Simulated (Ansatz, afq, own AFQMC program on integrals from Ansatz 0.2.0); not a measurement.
Integrals from Ansatz 0.2.0, then the random walk in our own AFQMC program (afq).

```yaml
crystal:
  periodic: [false, false, false]
  atoms:
    - {symbol: Ge, position_ang: [0.000000, 0.015600, 0.375792]}
    - {symbol: O, position_ang: [0.000000, -0.116660, -1.577736]}
    - {symbol: H, position_ang: [0.000000, 0.727502, -2.038533]}
basis:
  gaussian: {orbitals: cc-pVDZ}
magnetization: {spin_polarized: false, initial_magnetization: 1}
correlation: {method: ccsd_t, electrons: outside_noble_gas, hamiltonian_folder: ham}
```

```sh
$ ansatz run in.yaml --threads 1 --pin off --events-out ev --progress --plain --max-ram 1382MiB
```

Options of the walk:

```
--method free --trial cisd --walkers 60 --time-step 0.03 --max-blocks 80 --target-error 0.0004 --factor-cut 1e-05 --seed 9902 --times 0,0.21,0.42,0.81,1.2,1.8,2.4,3 --taylor-order 8
```

Times are imaginary, in 1/Eh. The walk had a cap of 774 s. Filled inner d shells are frozen with the cores.

Output of the walk:

```
orbitals 31  electrons 6 5  factors 230 of 501
reference energy -2150.75867399 Eh
CCSD correlation -0.27390250 Eh in 14 cycles, weight of the determinant in the CISD state 0.8799
repeat  energy at the last time / Eh  error
    10  -2151.041555  0.001686
    20  -2151.041398  0.001414
    30  -2151.041583  0.001002
    40  -2151.042371  0.000970
    50  -2151.042212  0.000922
    60  -2151.042065  0.000806
    70  -2151.041817  0.000703
    80  -2151.041828  0.000635
time / (1/Eh)  energy / Eh  error  mean overlap
  0.00  -2151.033130  0.000370  1.1374
  0.21  -2151.037607  0.000357  1.1354
  0.42  -2151.038813  0.000354  1.1463
  0.81  -2151.040754  0.000394  1.1412
  1.20  -2151.040673  0.000393  1.1554
  1.80  -2151.041531  0.000584  1.1712
  2.40  -2151.041846  0.000675  1.1959
  3.00  -2151.041828  0.000635  1.2133
energy -2151.041828 +/- 0.000635 Eh
```

The run passed its tests (error under three times the target), which doesn't prove that it has relaxed.

Against this walk (error 17.3 meV) on the same determinant: CCSD(T) 32.9 meV higher (within the noise), CCSDT(Q) 11.7 meV lower (within the noise). The error is statistical, and a free projection of finite length keeps a remainder of its start.

Cautions: remainder of the start not in the error; error above the target (17.3 against 10.9 meV); no relativity below Rb; no spin-orbit coupling; inner d shell frozen.

The walk took 110 s on 1 thread of Intel(R) Xeon(R) 6975P-C (Granite Rapids), with other jobs on the host. The log's last line is the free-projection energy.

CCSDT and higher add their correlation energy to the determinant of the CCSD(T) run, since their own runs factorise the integrals more tightly (a shift of under 2 meV). A walk keeps the symmetry of its determinant, which the program's search chose and which needn't be the lowest solution, so a lower state of the same spin and another symmetry isn't excluded.
